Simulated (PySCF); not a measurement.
Compound: C4H6ClF.
SMILES: `C=C[C@](C)(F)Cl`

Jobs on this species (12 atoms, 56 electrons) with PySCF (density fitting). Hardware of each: one thread, Arm Neoverse N1 (aarch64), on a shared host. Other jobs ran on the host; a repeat could differ by tens of per cent or more. Peak memory is the resident size of the whole Python process, interpreter and libraries included.

| level and settings | work | basis functions | SCF cycles | wall time | peak memory |
| --- | --- | --- | --- | --- | --- |
| wB97X/aug-pcSseg-1 | shieldings, charges and field gradients | 217 | ? | ? | ? |
| PBE0/pcSseg-1 | shieldings, charges and field gradients | 139 | ? | ? | ? |
| PBE0/pcSseg-1 | shieldings | 139 | 14 | 17 s | 0.70 GiB |
| PBE0/def2-SVPD | 1 singlet by full TDDFT, polarisability | 178 | 14 | 22 s | 0.73 GiB |
| HF/6-31G | shieldings | 70 | 10 | 3.5 s | 0.37 GiB |
| PBE0/pcseg-1 | spin–spin couplings from 11 perturbed nuclei, spin–dipole term for 1 of them | 118 | 14 | 20 s | 0.62 GiB |
| PBE0/def2-SVPD | 6 singlets by full TDDFT, 2 Tamm–Dancoff triplets, polarisability | 178 | 14 | 30 s | 0.73 GiB |
| PBE0/pcSseg-1, grid level 4, fitting basis def2-qzvpp-jkfit | shieldings | 139 | 10 | 37 s | 0.64 GiB |
| mPW1PW91/6-31G*, level shift 0.2 Eh | shieldings, charges and field gradients | 100 | 11 | 14 s | 0.57 GiB |

Q: Fill in the missing figures.

A: 
- wB97X/aug-pcSseg-1; shieldings, charges and field gradients: 49 s, 0.98 GiB, 13 SCF cycles
- PBE0/pcSseg-1; shieldings, charges and field gradients: 20 s, 0.68 GiB, 14 SCF cycles

Q: What do all jobs in the table cost together?

A: About 3.5 min; the longest takes about 23 % of that, and about 14 times as long as the shortest.
